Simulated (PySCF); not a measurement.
# F3NS: the cost of one run

Computed with PySCF 2.14.0, with density-fitted response routines of our own, on a single molecule in the gas phase. Atoms count from 0, in the outputs and in this text.

## 1. The molecule as given

5 atoms, charge 0, multiplicity 1; geometry from: MMFF94s. The atoms were then displaced at random by about 0.03 Å, so the start is not that level's minimum.

Bonds of the start (Å): N0–S1 1.69, S1–F2 1.55, S1–F3 1.49, S1–F4 1.59.

## 2. Geometry optimisation at PBE0-D3(BJ)/def2-SVP

Job settings and geometry (Å):

```
{"job": {"xc": "PBE0", "basis": "def2-SVP", "d3": "d3bj", "grid": 1, "shake": 0.03, "kind": "geom"}, "charge": 0, "multiplicity": 1}
N     -1.694480     0.488720    -0.028480
S     -1.356380     0.506370    -1.686830
F     -0.268500    -0.567160    -1.941910
F     -2.508500     0.146050    -2.555550
F     -0.814930     1.917560    -2.168880
```

Started as:

```console
> OMP_NUM_THREADS=1 python probes_run.py task.json out
```

This one command runs all jobs of the session in turn.

**Question.** How long does this first job take on 1 thread of Intel Xeon 6975P-C, shared host, and how much memory does it need?

About 16 s, with a peak of 0.32 GiB.
